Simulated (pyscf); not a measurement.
`[CH3][GaH][CH3]` → `[CH3][CH2][GaH2]`, a concerted two-bond exchange (singlet surface; C–Ga, C–H broken, C–C, Ga–H formed). Single points on ωB97X-D3(BJ)/def2-SVP structures (PySCF, gas phase). MP2 and CC: frozen core, UHF for open shells. ΔMP2 is the change of the MP2 total energy from the triple- to the quadruple-zeta basis. Energies in kcal/mol from the reactant's lowest minimum found.

AM1 to PM7: differences of heats of formation from MOPAC, which are fitted to 298 K values and so differ in kind from electronic energies by zero-point and thermal terms. 

**Question.** Quick PM6 single points give ΔE‡ = 68.3 kcal/mol and ΔE = -0.1 kcal/mol. What does CCSD(T)/def2-TZVPP + ΔMP2(QZVPP) give, and how far is the quick result from it?

**Answer.** CCSD(T)/def2-TZVPP + ΔMP2(QZVPP) gives ΔE‡ = 89.0 kcal/mol and ΔE = +12.0 kcal/mol. PM6 lies 20.7 kcal/mol under it in the barrier and 12.1 kcal/mol under it in the reaction energy, so on this step it does not hold to within 3.0 kcal/mol. CCSD(T)/def2-TZVPP + ΔMP2(QZVPP) has limits of its own. The same reactants have a lower exit, to CH₃• + [H₃C–GaH]• (no saddle counted: cutting one bond costs +79.0 kcal/mol at ωB97M-D3(BJ)/def2-TZVP, against +90.8 kcal/mol here). This is the saddle that the search found; another between the same sides may lie lower. The CCSD(T) − MP2 part came from Ansatz, without density fitting, on the same reference. The largest closed-shell T1 diagnostic is 0.033, which may signal static correlation. The frozen core leaves the outer d or s,p core shells of the metals and heavy elements correlated in the MP2 and CC values, and def2-TZVPP describes them poorly, which can shift differences by a few kcal/mol. In the def2 sets elements up to Kr have no core potential.
